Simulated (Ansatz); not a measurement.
Bonds to the group Y in Y-Sn(OH)3. Isolated molecules, 0 K electronic values unless said otherwise. Each species was relaxed from one start; no search for lower structures was made at this level. In the def2 sets, heavy atoms carry core potentials. Strings in code marks are SMILES. Quantity: electronic energy of homolysis of the metal–ligand bond (relaxed doublet parts, no counterpoise, zero-point or spin–orbit term). Level 1: PBE-D3(BJ)/def2-TZVP // PBE0-D3(BJ)/def2-SVP (Ansatz, an electronic-structure program). Level 2: B3LYP-D3(BJ)/def2-TZVP // PBE0-D3(BJ)/def2-SVP (Ansatz). B3LYP has the VWN-RPA correlation part, as in Gaussian.

```
case                                                       level 1 (kcal/mol)  level 2 (kcal/mol)
---------------------------------------------------------  ------------------  ------------------
benzyl: `[OH][Sn]([OH])([OH])[CH2]c1ccccc1`                              51.9                51.9
tert-butyl: `C[C](C)(C)[Sn]([OH])([OH])[OH]`                             55.2                55.8
cyclopentyl: `[OH][Sn]([OH])([OH])[CH]1CCCC1`                            57.0                57.4
isopropyl: `C[CH](C)[Sn]([OH])([OH])[OH]`                                58.1                58.3
ethyl: `C[CH2][Sn]([OH])([OH])[OH]`                                      62.2                61.8
2,2,2-trifluoroethyl: `[OH][Sn]([OH])([OH])[CH2]C(F)(F)F`                64.5            withheld
methyl: `[CH3][Sn]([OH])([OH])[OH]`                                      67.4                66.4
phenyl: `[OH][Sn]([OH])([OH])[c]1ccccc1`                                 71.8                73.2
```

Question: Fit level 2 = a + b·x to the 7 complete rows by least squares, with x = level 1 in kcal/mol. Give a, b and the rms residual, and predict the withheld value.

Answer: Means of the 7 rows: x̄ = 60.514, ȳ = 60.686 kcal/mol. Σ(x − x̄)² = 298.25 and Σ(x − x̄)(y − ȳ) = 301.41, so b = 1.011 and a = ȳ − b·x̄ = -0.49 kcal/mol. The rms residual is 0.70 kcal/mol. At x = 64.5 the line gives 64.7 kcal/mol. The run for 2,2,2-trifluoroethyl: `[OH][Sn]([OH])([OH])[CH2]C(F)(F)F` gave 64.2 kcal/mol, so the line is off by 0.5 kcal/mol, within twice the rms residual.

Codes: Ansatz.
